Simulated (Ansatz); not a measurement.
Reaction (homolysis of the C–C bond): `FC(F)C(F)F` → 2 `F[CH]F`•

Program: Ansatz. Geometries: PBE0-D4/def2-TZVP. ΔE: electronic, gas phase. CCSD(T)/CBS is the MP2 limit (def2-TZVPP, def2-QZVPP) plus CCSD(T) − MP2 in def2-TZVPP, frozen cores. Functionals use def2-TZVPP. B3LYP here is the variant with VWN-RPA as its local correlation; programs differ in this. No spin–orbit coupling; open shells (•) take unrestricted orbitals. One conformer a species, not always the lowest.

`FC(F)C(F)F`:

```xyz
8

F    -1.176    0.674   -1.103
C     0.043    0.527   -0.548
F     0.401    1.701    0.008
C    -0.043   -0.527    0.548
F     1.177   -0.675    1.102
F    -0.402   -1.701   -0.008
H     0.767    0.253   -1.321
H    -0.766   -0.252    1.322
```

`F[CH]F`•:

```xyz
4

F    -0.530    0.035   -1.126
C     0.241   -0.062   -0.058
F     0.160    1.023    0.692
H     0.129   -0.996    0.492
```

| level | ΔE (kJ/mol) |
| --- | --- |
| PBE0-D4 | 388.4 |
| B3LYP-D4 | 379.3 |
| r2SCAN | 371.6 |
| B3LYP | 370.1 |
| HF/def2-TZVPP | 294.6 |
| MP2/def2-QZVPP | 421.3 |
| SCS-MP2/def2-QZVPP | 422.5 |
| MP2/CBS(def2) | 425.8 |

What does CCSD(T)/CBS give? (An estimate is asked.)

Ansatz gave: +414.4 kJ/mol. The listed levels differ from it by -26.0, -35.1, -42.8, -44.3, -119.8, 6.9, 8.1, 11.4 kJ/mol.

Largest T1 diagnostic among the species: 0.015.

In def2-TZVPP, CCSD(T) changes the Hartree–Fock value by +110.7 kJ/mol (the triples alone add +7.1 kJ/mol) and MP2 by +122.1 kJ/mol; breaking electron pairs costs correlation energy, which Hartree–Fock lacks. The D4 term adds +9.2 kJ/mol with B3LYP and +4.9 kJ/mol with PBE0; it sums over pairs of atoms, weighted by their polarisabilities, and B3LYP, whose exchange is more repulsive, gets the larger term.

CCSD(T)/CBS has its own doubt, a few kJ/mol and more with outer-core shells, so smaller differences from it don't rank the levels.
